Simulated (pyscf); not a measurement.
## Four-centre exchange: HO–SiH₂–OH (SMILES O[SiH2]O) + HF (SMILES F) → HO–SiH(OH)–F (SMILES O[SiH](O)F) + H₂ (SMILES [H][H])

Gas phase, singlet surface, charge 0. Bonds broken: Si2–H5, F8–H9. Bonds formed: Si2–F8, H5–H9. PySCF, gas phase, ωB97X-D3(BJ)/def2-SVP geometries.

Transition state (Å):

```xyz
9

O      0.7544    -0.2095    -0.8965
Si     0.0217     0.1144     0.5590
O     -1.1726    -1.0288     0.6229
H      0.1758    -0.5283    -1.5982
H     -0.5184     1.6245    -0.0589
H      1.1824     0.1990     1.4535
H     -1.7911    -0.8860     1.3494
F     -1.0035     1.1238     1.9197
H     -0.8716     1.6558     0.8325
```

One imaginary mode, 1000i cm⁻¹; descent along it reached the two sides named.

```
bond    change  reactant side (Å)  saddle  product side
------  ------  -----------------  ------  ------------
Si2–H5  breaks              1.511   1.719           3.9
F8–H9   breaks              0.931   1.218         2.450
Si2–F8   forms                3.2   1.980         1.629
H5–H9    forms              1.851   0.959         0.760
```

Electronic energies relative to the separated reactants (kcal/mol):

```json
[
 {"level": "ωB97X-D3(BJ)/def2-TZVP", "barrier": "23.6", "reaction energy": "-35.2", "reverse barrier": "58.7"},
 {"level": "PBE/def2-TZVP", "barrier": "17.3", "reaction energy": "-34.0", "reverse barrier": "51.3"},
 {"level": "r²SCAN/def2-TZVP", "barrier": "18.3", "reaction energy": "-37.4", "reverse barrier": "55.8"},
 {"level": "B3LYP-D3(BJ)/def2-TZVP", "barrier": "23.0", "reaction energy": "-35.7", "reverse barrier": "58.7"},
 {"level": "PBE0-D3(BJ)/def2-TZVP", "barrier": "21.2", "reaction energy": "-33.7", "reverse barrier": "54.9"},
 {"level": "M06-2X/def2-TZVP", "barrier": "24.3", "reaction energy": "-38.0", "reverse barrier": "62.3"},
 {"level": "ωB97M-D3(BJ)/def2-TZVP", "barrier": "22.9", "reaction energy": "-35.4", "reverse barrier": "58.3"},
 {"level": "HF/def2-TZVP", "barrier": "42.4", "reaction energy": "-35.1", "reverse barrier": "77.5"}
]
```

With ωB97M-D3(BJ)/def2-TZVP energies and thermal terms (ideal gas, 1 atm, RRHO with modes under 100 cm⁻¹ raised to 100, one conformer, R ln 2 for chiral ones without a mode under 150 cm⁻¹), in kcal/mol:

```
T (K)   ΔH‡   ΔG‡     ΔH     ΔG
-----  ----  ----  -----  -----
298    22.0  32.2  -37.9  -37.0
600    21.6  42.7  -37.2  -36.4
900    21.7  53.2  -36.7  -36.1
1200   22.1  63.6  -36.4  -35.9
```

At the saddle there is also a short H–Si contact that neither side keeps. The same reactants have a lower exit, to H₂O + HO–SiH₂–F (barrier +12.5 kcal/mol at ωB97M-D3(BJ)/def2-TZVP, against +22.9 kcal/mol here). This is the saddle that the search found; another between the same sides may lie lower.
